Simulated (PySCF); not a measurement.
# Choosing a basis for TDDFT

Species: C₄H₉Cl.
Z-matrix (Å and degrees, PBE0-D3(BJ)/def2-SVP geometry), rows numbered from 1:
```
C 
C   1  1.5205
C   2  1.5241  1  112.87
C   3  1.5130  2  112.42  1  -179.99
Cl  4  1.7897  3  111.75  2   179.71
H   1  1.1016  2  111.21  3   -59.68
H   1  1.1002  2  111.56  3  -179.87
H   1  1.1016  2  111.22  3    59.92
H   2  1.1044  1  109.61  3   122.15
H   2  1.1044  1  109.64  3  -122.15
H   3  1.1031  2  110.07  1    58.35
H   3  1.1031  2  110.06  1   -58.40
H   4  1.0996  3  111.52  2    60.23
H   4  1.0996  3  111.55  2   -60.75
```

TDDFT with PBE0 (PySCF), vertical singlets, core orbitals frozen in the response, spherical d and f functions. Isolated species at its PBE0-D3(BJ)/def2-SVP geometry (one conformer only).

| basis | functions | diffuse | S1 (eV) | S2 (eV) | S3 (eV) | S4 (eV) | S5 (eV) | LUMO (eV) | α (au) |
| --- | --- | --- | --- | --- | --- | --- | --- | --- | --- |
| 6-31G* | 92 | no | 7.63 | 7.65 | 9.33 | 9.65 | 9.76 | 1.23 | 53.0 |
| 6-31+G* | 112 | yes | 7.30 | 7.34 | 7.82 | 7.85 | 8.24 | 0.43 | 59.1 |
| def2-SVP | 119 | no | 7.74 | 7.78 | 8.87 | 8.93 | 9.35 | 1.32 | 53.8 |
| aug-cc-pVDZ | 200 | yes | 7.14 | 7.16 | 7.47 | 7.52 | 7.79 | -0.13 | 67.0 |
| def2-TZVP | 215 | no | 7.43 | 7.45 | 8.39 | 8.42 | 8.90 | 0.79 | 62.4 |
| def2-TZVPD | 275 | yes | 7.15 | 7.17 | 7.67 | 7.71 | 8.08 | 0.21 | 67.4 |

Q: Compare the sets with the largest diffuse one.

A: States are compared by their number. Against the largest diffuse basis here (def2-TZVPD, itself not a converged limit), sets without diffuse functions differ by up to 0.59 eV in S1 and 1.68 eV in S5; the smaller diffuse sets differ by up to 0.15 and 0.29 eV. S1 is led by HOMO→LUMO (85%) in def2-SVP and by HOMO-1→LUMO (56%) in def2-TZVPD. State by state, the largest deviation of a set without diffuse functions is S1 0.59, S2 0.62, S3 1.67, S4 1.94, S5 1.68 eV. The same number needn't mean the same state in each row. Against def2-TZVPD the polarisability deviates by -21% in 6-31G*, -12% in 6-31+G*, -20% in def2-SVP, -1% in aug-cc-pVDZ, -8% in def2-TZVP. A single + in a Pople set puts diffuse functions on heavy atoms only.
